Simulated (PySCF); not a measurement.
Cartesian coordinates (Å):
```xyz
3

O      0.0052     0.3988     0.0000
H     -0.7565    -0.1896     0.0000
H      0.7514    -0.2092     0.0000
```
Charge 0, spin multiplicity 1.

Task: Estimate the LUMO, total energy, HOMO–LUMO gap, HOMO and dipole moment that M06-2X/def2-TZVP // PBE0-D3(BJ)/def2-SVP (PySCF 2.14.0) returns for this input.

Result: 
- LUMO = 1.44 eV
- total energy = -2079.66 eV
- HOMO–LUMO gap = 12.30 eV
- HOMO = -10.86 eV
- dipole moment = 2.13 D
